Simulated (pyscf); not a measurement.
Structures and frequencies: ωB97X-D3(BJ)/def2-SVP in PySCF.

**Question.** Estimate by transition-state theory the rate constant of ethane (H₃C–CH₃) + [HO–Al–OH]• → H₃C–Al(OH)–OH + methyl (CH₃•) (doublet surface; C–C broken, Al–C formed) at 900 K, with ωB97M-D3(BJ)/def2-TZVP energies (ideal gas, 1 atm, RRHO with modes under 100 cm⁻¹ raised to 100, one conformer, R ln 2 for chiral ones without a mode under 150 cm⁻¹; no tunnelling).

**Answer.** The electronic barrier is 44.4 kcal/mol and the thermal terms add +22.2, so ΔG‡ = 66.7 kcal/mol. With k_BT/h = 1.88e+13 s⁻¹ and RT = 1.788 kcal/mol, and a volume of 1.23e-19 cm³ per molecule at 1 atm, k = 1.5e-22 cm³ molecule⁻¹ s⁻¹. Wigner's tunnelling factor for 1153i cm⁻¹ would be 1.14. A shift of 1 kcal/mol in the barrier changes k by a factor 1.7. One saddle was located; it need not be the lowest between these sides. The angle at the attacked C is 165°.
